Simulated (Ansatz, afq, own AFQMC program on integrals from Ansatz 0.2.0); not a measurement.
**Atomization energy of Al₂H₄, singlet**

```xyz
6

Al    0.0000    0.0000    1.3086
Al    0.0000    0.0000   -1.3086
H     0.0000    1.3533    2.1524
H     0.0000   -1.3533    2.1524
H     0.0000    1.3533   -2.1524
H     0.0000   -1.3533   -2.1524
```

Connectivity, by distances: AlH2–AlH2.

Atoms in their ground-state spins without spin–orbit coupling (mostly on UHF) minus the molecule (RHF), without zero-point energy. The geometry is a stationary point, not shown to be a minimum.

Basis cc-pVTZ. Only valence electrons are correlated. Ansatz 0.2.0 and our own AFQMC program on the same integrals; the CISD trial comes from CCSD amplitudes, and released means the phaseless constraint is let go. ± is one standard error of the sampling. The errors of all members are added in quadrature.

No full CI on the walks' own integrals is used here; CCSDT(Q) serves as the reference and is uncertain by about the last step of the cluster series. Each member takes its own surest rung, up to full CI.

The best estimate is CCSD(T) at the basis-set limit (CBS: def2-TZVPP and def2-QZVPP, with their diffuse functions for anions and beside diffuse sets, CCSD(T) itself extrapolated) plus the step from CCSD(T) to CCSDT(Q) in cc-pVTZ. Rows without CBS are in cc-pVTZ; B2PLYP and the wave-function rows carry a basis error of their own. Core correlation and relativity beyond core potentials are missing, and ± holds the sampling alone.

Cautions: Al₂H₄ (singlet): the ph-AFQMC/HF walk drifts between its halves (2.3 errors).

| level | atomization energy (kJ/mol) |
| --- | --- |
| PBE0 | 1260.5 |
| PBE | 1251.0 |
| CCSD | 1272.4 |

**Question.** From these cheaper values, estimate the atomization energy at the level of the best estimate.

**Answer.** 1316.8 kJ/mol (best estimate, highest rung CCSDT(Q)).

| level | atomization energy (kJ/mol) | error against the best estimate (kJ/mol) |
| --- | --- | --- |
| HF | 1007.5 | -309.3 |
| MP2 | 1245.9 | -70.8 |
| CCSD(T) | 1278.1 | -38.7 |
| ph-AFQMC/CISD | 1279.5 ± 0.5 | -37.3 ± 0.5 |
| released AFQMC | 1279.7 ± 0.5 | -37.0 ± 0.5 |
| HF/CBS | 1019.0 | -297.7 |
| MP2/CBS | 1287.3 | -29.5 |
| CCSD(T)/CBS | 1316.1 | -0.7 |
| r2SCAN | 1297.2 | -19.6 |
| B3LYP | 1284.7 | -32.1 |
| wB97M-V | 1294.0 | -22.8 |
| B2PLYP | 1276.8 | -39.9 |
| surest rungs in cc-pVTZ | 1278.7 | -38.0 |

Correlation beyond CCSD(T) adds 0.7 kJ/mol. Going to the basis-set limit adds 38.0 kJ/mol at CCSD(T). The perturbative (T) step is worth +5.6 kJ/mol. The functionals spread over 46.1 kJ/mol; r2SCAN and wB97M-V come nearest and PBE is 65.7 kJ/mol too low.

Best estimates are given only where the step beyond CCSD(T) is under 0.3 eV and no member's determinant is very poor (T1 over 0.05, or 0.07 for open shells, ⟨S²⟩ too high by 0.3, two states mixed), so the hardest cases are missing from such tables.

The functionals ran in a triple-zeta set and keep a basis error of their own, a few kJ/mol for each bond in atomization energies and more for double hybrids, so close places among them and the extrapolated levels can swap.

Each member of a difference takes its own highest rung, so a best estimate needn't equal the limit plus the step of one row. A walk keeps the symmetry of its determinant, which the program's search chose and which needn't be the lowest solution, so a lower state of the same spin and another symmetry isn't excluded. Released energies are given only where the last usable release times agree within the noise; a slower fall can still hide under it.
